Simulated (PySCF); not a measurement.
C4H4ClF.
SMILES: `F[C@H]1C=C(Cl)C1`

The closed-shell ground state was solved at several levels (PySCF, density fitting, gas phase, non-relativistic). Isolated species at its PBE0-D3(BJ)/def2-SVP geometry, gas phase.

```
           level  basis functions  HOMO (eV)  LUMO (eV)  gap (eV)  dipole (D)
 B3LYP/def2-SVPD              162      -7.46      -0.80      6.66        1.27
    B3LYP/6-31G*               96      -7.12      -0.23      6.89        1.09
   PBE0/pcSseg-1              129      -7.64      -0.44      7.20        1.26
wB97X-D/pcSseg-2              279      -9.43       1.31     10.74        1.26
 B3LYP/def2-TZVP              216      -7.35      -0.68      6.67        1.21
```

Task: Estimate the row for B3LYP/cc-pVTZ, a basis of 240 functions; the other rows only guide the guess.

Result: HOMO -7.34 eV, LUMO -0.62 eV, gap 6.72 eV, dipole 1.16 D.

Task: How much does the basis alone move the frontier levels among the 4 B3LYP rows (the withheld one included)?

Result: The HOMO by 0.34 eV and the LUMO by 0.57 eV. By rising basis size (HOMO, LUMO in eV): 6-31G* -7.12, -0.23; def2-SVPD -7.46, -0.80; def2-TZVP -7.35, -0.68; cc-pVTZ -7.34, -0.62.

Task: How far do the dipole and the HOMO energy spread over the levels?

Result: The dipole runs from 1.09 to 1.27 D (mean 1.21 D) and the HOMO from -9.43 to -7.12 eV.
